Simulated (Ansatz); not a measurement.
Input file:

```yaml
crystal:
  periodic: [false, false, false]
  atoms:
    - {symbol: Ga, position_ang: [-0.073951, 0.000000, 0.179389]}
    - {symbol: Li, position_ang: [0.680531, 0.000000, -2.043245]}
    - {symbol: H, position_ang: [0.429134, 0.000000, 1.661429]}
basis:
  gaussian: {orbitals: cc-pVDZ}
magnetization: {spin_polarized: true, initial_magnetization: 3}
hamiltonian: {xc: {name: r2SCAN}}
output: {forces: true}
```

```sh
$ ansatz run in.yaml --threads 1 --pin off --events-out ev --progress --plain --max-ram 2393MiB
```

Log:

```
561 factors; their error is unknown
mean field evaluation 1: about -52593.5581 eV, gradient 6.0e0 eV
mean field evaluation 2: about -52593.7327 eV, gradient 5.2e0 eV
mean field evaluation 4: about -52594.1574 eV, gradient 2.3e-1 eV
mean field evaluation 8: about -52594.1440 eV, gradient 1.7e-2 eV
mean field evaluation 16: about -52592.3625 eV, gradient 4.5e0 eV
mean field -52594.14398288 eV, -1932.7991417798 hartree, gradient 2.2e-5 eV, S^2 3.753611; 1 other end points of the search recorded, 0 dependent functions left out
the calculation of the forces begins
reference -52594.14401219 eV, -1932.7991428569 hartree; 19, 16 occupied and 27, 30 virtual orbitals, 561 factors
Total energy: -52594.14401219 eV, -1932.7991428569 hartree
Atom 0 at    -0.073951     0.000000     0.179389 Å, force    -0.439699     0.000000     0.395651 eV/Å
Atom 1 at     0.680531     0.000000    -2.043245 Å, force     0.257328     0.000000    -0.408196 eV/Å
Atom 2 at     0.429134     0.000000     1.661429 Å, force     0.182371     0.000000     0.012545 eV/Å
Dipole moment:     0.126622    -0.000000    -1.010993 e Å
```

Forces (eV/Å):
```
Ga  -0.440  0.000  0.396
Li   0.257  0.000 -0.408
H    0.182  0.000  0.013
```

Ran on 1 thread of Intel Xeon, shared host: 2.8 s wall, 0.17 GiB peak host memory.
